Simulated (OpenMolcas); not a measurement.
**How basis sets differ on Si2H5Cl (SMILES [SiH3][SiH2]Cl)**

Si2H5Cl has 8 atoms, charge 0, and is taken as a singlet. As SMILES, `[SiH3][SiH2]Cl`. The shape is that of a PBE0-D4/def2-TZVP optimisation.

Quantity: the dipole moment, in D. The values are calculated.

```
                               level          kind     program  value (D)  CPU time
                           HF/STO-3G  Hartree–Fock  OpenMolcas       3.11     5.5 s
                            HF/3-21G  Hartree–Fock  OpenMolcas       2.90     5.5 s
HF/ANO-RCC-VDZP (DKH2, RICD fitting)  Hartree–Fock  OpenMolcas       1.70     2.9 s
                          HF/cc-pVDZ  Hartree–Fock  OpenMolcas       1.72      15 s
```

The values span 1.70 to 3.11 D. Magnitudes only. Sets without polarisation functions give poor dipoles. Times are those of the runs behind each value, whatever else they computed, on shared processors of several kinds: orders of magnitude only.
